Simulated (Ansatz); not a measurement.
AlClH4Si can be A, `[SiH3][AlH][Cl]`, or B, `[AlH2][SiH2]Cl`.

Program: Ansatz. Geometries: PBE0-D4/def2-TZVP. ΔE: electronic, gas phase. CCSD(T)/CBS is the MP2 limit (def2-TZVPP, def2-QZVPP) plus CCSD(T) − MP2 in def2-TZVPP, frozen cores. Functionals use def2-TZVPP.

**Question.** Which isomer does CCSD(T)/CBS put lower? Give the gap. (Best estimate.)

**Answer.** The calculation gave: A, by 20.5 kcal/mol.

**Question.** Give E(B) − E(A) in kcal/mol with LDA (SPW92), BLYP-D4, PBE-D4, CCSD(T)/def2-SVP, PBE0-D4, MP2/def2-TZVPP, r2SCAN-D4. (Estimate.)

**Answer.** Ansatz gave: LDA (SPW92) 20.5, BLYP-D4 19.8, PBE-D4 19.9, CCSD(T)/def2-SVP 23.5, PBE0-D4 20.2, MP2/def2-TZVPP 20.8, r2SCAN-D4 21.1. None reverses the order clearly.

**Question.** Does the order hold for the free energy at 298.15 K (harmonic terms from PBE0-D4)? (Estimate.)

**Answer.** Computed: Yes: G(B) − G(A) = +20.2 kcal/mol. Modes under 60 cm⁻¹, often nearly free rotors, make the harmonic entropy too high.

Largest T1 diagnostic: 0.011.

At CCSD(T), def2-SVP lies +3.0 kcal/mol from the extrapolated value and def2-TZVPP +0.4 kcal/mol. Leaving LDA and LC-ωPBE aside and taking each functional with its dispersion term where it has one, the values, not all of them listed here, spread over 1.8 kcal/mol, from B97M-V to r2SCAN-D4.
